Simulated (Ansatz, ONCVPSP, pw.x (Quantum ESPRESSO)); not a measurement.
pw.x on diamond Ge: one setting changed

Potential: optimised norm-conserving Vanderbilt (ONCV), ONCVPSP 4.0.1.1 (patched build), PBE; core [Ar] 3d10, reference 4s2 4p2; waves: 4s: rc 1.65 bohr, ncon 3, nbas 7, qcut 4.1 1/bohr, 2 projectors, debl 3 Ha; 4p: rc 2.20 bohr, ncon 3, nbas 7, qcut 4.8 1/bohr, 2 projectors, debl 0.8 Ha; d scattering state at 0.26 Ha: rc 2.00 bohr, ncon 4, nbas 7, qcut 5.4 1/bohr, 2 projectors, debl 3.7 Ha; local part: polynomial inside 1.50 bohr (lpopt 5, dvloc0 0 Ha); core correction: none.

The reference run (k-mesh 8³, cutoffs 75/300 Ry, Fermi–Dirac 0.01 Ry, mixing_beta 0.4, conv_thr 1e-9, no spin) gives 0.42 GPa at 23.951 Å³/atom, where all-electron LAPW gives 0.00 GPa. This run, with its own iteration cap, changes diagonalization to cg.

```
&control
  calculation='scf', prefix='x', pseudo_dir='./', outdir='./tmp', tstress=.true., disk_io='none'
/
&system
  ibrav=0, nat=2, ntyp=1, ecutwfc=75, ecutrho=300, nbnd=11,
  occupations='smearing', smearing='fd', degauss=0.01
/
&electrons
  conv_thr=1e-09, mixing_beta=0.4, electron_maxstep=60, diagonalization='cg'
/
ATOMIC_SPECIES
Ge 1.0 Ge.UPF
CELL_PARAMETERS angstrom
  0.00000000 2.88253474 2.88253474
  2.88253474 0.00000000 2.88253474
  2.88253474 2.88253474 0.00000000
ATOMIC_POSITIONS crystal
Ge 0.0000 0.0000 0.0000
Ge 0.2500 0.2500 0.2500
K_POINTS automatic
8 8 8 0 0 0
```

```bash
pw.x < Ge.scf.in > Ge.scf.out
```

**Question.** How does the run end?

**Answer.** It converges in 7 iterations; the free energy moves by +0.0 meV/atom and the pressure by +0.00 GPa. The result is that of the reference run.

```
Message from routine setup:
     using ibrav=0 with symmetry is DISCOURAGED, use correct ibrav instead
     lattice parameter (alat)  =       7.7035  a.u.
     unit-cell volume          =     323.2587 (a.u.)^3
     number of electrons       =         8.00
     number of Kohn-Sham states=           11
     kinetic-energy cutoff     =      75.0000  Ry
     charge density cutoff     =     300.0000  Ry
     scf convergence threshold =      1.0E-09
     Exchange-correlation= PBE
     number of k points=    29  Fermi-Dirac smearing, width (Ry)=  0.0100
     iteration #  1     ecut=    75.00 Ry     beta= 0.40
     total energy              =     -15.75362030 Ry
     estimated scf accuracy    <       0.03065318 Ry
     iteration #  2     ecut=    75.00 Ry     beta= 0.40
     total energy              =     -15.75272453 Ry
     estimated scf accuracy    <       0.00922007 Ry
     iteration #  3     ecut=    75.00 Ry     beta= 0.40
     total energy              =     -15.75315702 Ry
     estimated scf accuracy    <       0.00012044 Ry
     iteration #  4     ecut=    75.00 Ry     beta= 0.40
     c_bands:  1 eigenvalues not converged
     total energy              =     -15.75319981 Ry
     estimated scf accuracy    <       0.00000351 Ry
     iteration #  5     ecut=    75.00 Ry     beta= 0.40
     total energy              =     -15.75320073 Ry
     estimated scf accuracy    <       0.00000040 Ry
     iteration #  6     ecut=    75.00 Ry     beta= 0.40
     total energy              =     -15.75320081 Ry
     estimated scf accuracy    <          8.6E-09 Ry
     iteration #  7     ecut=    75.00 Ry     beta= 0.40
     the Fermi energy is     5.2333 ev
!    total energy              =     -15.75320081 Ry
     estimated scf accuracy    <          1.6E-10 Ry
     smearing contrib. (-TS)   =      -0.00084647 Ry
     The total energy is F=E-TS. E is the sum of the following terms:
     one-electron contribution =       3.48910152 Ry
     hartree contribution      =       1.20755625 Ry
     xc contribution           =      -4.62643359 Ry
     ewald contribution        =     -15.82257851 Ry
     convergence has been achieved in   7 iterations
          total   stress  (Ry/bohr**3)                   (kbar)     P=        4.17
     Message from routine punch:
     Nothing written, as per user request (disk_io='none')
```

The run took about 26 s on one core of a shared host (Neoverse-V1, 32 threads, 126 GiB, load 12).
